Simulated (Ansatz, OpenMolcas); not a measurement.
**How methods differ on AlO (oxoaluminum)**

AlO has 2 atoms, charge 0, and is taken as a doublet. SMILES: `[O]=[Al]`. Geometry: a GFN2-xTB relaxation, a rough one for these elements and not checked as a minimum.

| atom | x (Å) | y (Å) | z (Å) |
| --- | --- | --- | --- |
| O | 0.0000 | 0.0000 | 0.0000 |
| Al | 0.0000 | 0.0000 | 1.5700 |

Each level gives the energy change with the O1–Al2 bond stretched from 1.570 to 3.140 Å (eV). The values are calculated.

| level | kind | program | value (eV) | CPU time (all runs) |
| --- | --- | --- | --- | --- |
| USVWN5/6-31G | LDA | Ansatz | 3.42 | 1.8 s |
| UB3LYP/6-31G | global hybrid | Ansatz | 2.75 | 3 s |
| UPBE0/6-31G | global hybrid | Ansatz | 2.77 | 2.6 s |
| U-wB97M-V/6-31G | range-separated hybrid | Ansatz | 2.84 | 36 s |
| U-wB97X/6-31G | range-separated hybrid | Ansatz | 2.86 | 17 s |
| UMP2/6-31G | perturbation theory | Ansatz | 2.27 | 0.84 s |
| UBCCD(T)/6-31G | coupled cluster or CI | Ansatz | 2.72 | 1.4 s |
| UCCSD(T)/6-31G | coupled cluster or CI | Ansatz | 2.60 | 1.2 s |
| FCI/STO-3G | exact in the basis | OpenMolcas | 4.70 | 4.2 s |

The first shape isn't each level's own minimum. The values span 2.27 to 4.70 eV. Spin contamination of the reference (⟨S²⟩ at least 0.1 too high) touches USVWN5/6-31G, UB3LYP/6-31G, UPBE0/6-31G, U-wB97M-V/6-31G, U-wB97X/6-31G, UMP2/6-31G, UBCCD(T)/6-31G, UCCSD(T)/6-31G. The coupled-cluster rows rest on a doubtful reference here (large T1 or Brueckner and Hartree–Fock orbitals at odds), and rows may lie in different states. All rows use very small basis sets, so none should be taken for the real molecule's value. Times are those of the runs behind each value, whatever else they computed, on shared processors of several kinds: orders of magnitude only.
